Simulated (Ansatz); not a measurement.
Ansatz (a program for electronic structure) input file for HN, SMILES [NH], multiplicity 3, PBE/def2-TZVPD. Geometry: PBE0-D3(BJ)/def2-TZVPD.

Ansatz 0.2 input:
```yaml
crystal:
  periodic: [false, false, false]
  atoms:
    - {symbol: N, position_ang: [0.00000000, 0.00000000, -0.12989352]}
    - {symbol: H, position_ang: [0.00000000, 0.00000000, 0.90925465]}
basis:
  gaussian:
    orbitals: def2-TZVPD
hamiltonian:
  xc: {name: PBE}
magnetization: {spin_polarized: true, initial_magnetization: 2}
```

It prints:

```
WARN ansatz: RAYON_NUM_THREADS=1 ignored (pool sized by the plan → 1); use --threads N
Functional definition: PBE
integrals: 0.00 GiB planned
230 factors; their error is unknown
mean field: 0.08 GiB planned
mean field evaluation 1: about -1499.9925 eV, gradient 1.8e1 eV
mean field evaluation 2: about -1498.7643 eV, gradient 2.3e1 eV
mean field evaluation 4: about -1501.3239 eV, gradient 2.9e-1 eV
mean field evaluation 8: about -1501.3176 eV, gradient 3.5e-3 eV
mean field -1501.31756242 eV, -55.1724027892 hartree, gradient 1.3e-5 eV, S^2 2.005128; 0 other end points of the search recorded, 0 dependent functions left out
reference -1501.31758715 eV, -55.1724036983 hartree; 5, 3 occupied and 41, 43 virtual orbitals, 230 factors
Total energy: -1501.31758715 eV, -55.1724036983 hartree
```

The run converged.

Cost: about 0.4 core-seconds (a rough figure).
